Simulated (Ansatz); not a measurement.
Worked example: correlation energy of HN–CH, quartet

Geometry: a point of a bend scan, not a stationary point.

```xyz
4

N    -0.1062    0.2837    0.5750
C     0.1977   -0.3168   -0.6910
H    -0.3242    0.7143    1.4828
H    -0.5561   -0.8814   -1.2396
```

Basis cc-pVDZ; Ansatz 0.2.0. Only valence electrons are correlated (noble-gas cores frozen), which leaves 11 electrons in 36 orbitals. Prefix R: restricted or restricted open-shell reference; prefix U: unrestricted.

Full CI isn't at hand for all of this; UCCSDT(Q) serves as the reference, and is uncertain by about the last step of the cluster series.

The cluster runs stand on a determinant 0.06 eV above the lowest UHF solution, chosen by trial CCSD; the correlation energy below is counted from it.

Runs differ by some tens of microhartree through their thresholds and, for an open shell, their frozen cores, so steps under 0.03 kcal/mol mean nothing.

```json
{"level": "UHF determinant under the cluster runs", "total energy (hartree)": "-93.262459"}
{"level": "UMP2", "total energy (hartree)": "-93.482358"}
{"level": "UCCSD", "total energy (hartree)": "-93.514217"}
{"level": "UCCSD(T)", "total energy (hartree)": "-93.520429"}
{"level": "UCCSDT", "total energy (hartree)": "-93.521382"}
{"level": "UCCSDT(Q)", "total energy (hartree)": "-93.521851"}
```

Task: What is the correlation energy at UCCSDT(Q), and what share of it do UMP2 and UCCSD(T) recover?

Result: E(corr) = -93.521851 − (-93.262459) = -0.259392 hartree = -7.058 eV. UMP2: -0.219899 / -0.259392 = 84.77 %. UCCSD(T): -0.257970 / -0.259392 = 99.45 %.

Task: By how many kcal/mol does UCCSD(T) miss UCCSDT(Q) (1 hartree = 627.509 kcal/mol), and which steps make up the rest?

Result: -93.520429 − (-93.521851) = 0.001422 hartree = 0.89 kcal/mol. Steps: UCCSDT − UCCSD(T) = -0.60, UCCSDT(Q) − UCCSDT = -0.29 kcal/mol. Differences between like states or geometries often cancel part of this.
